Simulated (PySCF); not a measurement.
LiH, SMILES [LiH].

The structure is a stationary point at PBE0-D3(BJ)/def2-TZVPD.

Level of theory: PySCF with TDA-PBE0/def2-TZVPD.

Vertical excitations; the highest root listed may be one member of a degenerate set. The molecule is in vacuum. State labels are in the subgroup C2v.

```tsv
state	symmetry	energy (eV)	λ (nm)	f	main pairs
S1	A1	3.46	359	0.079	HOMO→LUMO 98 %
S2	B2	4.40	282	0.204	HOMO→LUMO+2 (degenerate set)
S3	B1	4.40	282	0.204	HOMO→LUMO+1 (degenerate set)
S4	A1	6.05	205	0.002	HOMO→LUMO+3 96 %
S5	B2	6.40	194	0.018	HOMO→LUMO+5 (degenerate set)
S6	B1	6.40	194	0.018	HOMO→LUMO+4 (degenerate set)
S7	A1	6.68	186	0.011	HOMO→LUMO+6 95 %
S8	A1	8.82	141	0.276	HOMO→LUMO+7 97 %
S9	B2	9.92	125	0.361	HOMO→LUMO+9 (degenerate set)
S10	B1	9.92	125	0.361	HOMO→LUMO+8 (degenerate set)
T1	A1	2.78	447	0	HOMO→LUMO 97 %
T2	B2	3.89	319	0	HOMO→LUMO+2 (degenerate set)
T3	B1	3.89	319	0	HOMO→LUMO+1 (degenerate set)
T4	A1	5.38	230	0	HOMO→LUMO+3 91 %
```
Triplets are in the Tamm–Dancoff approximation.
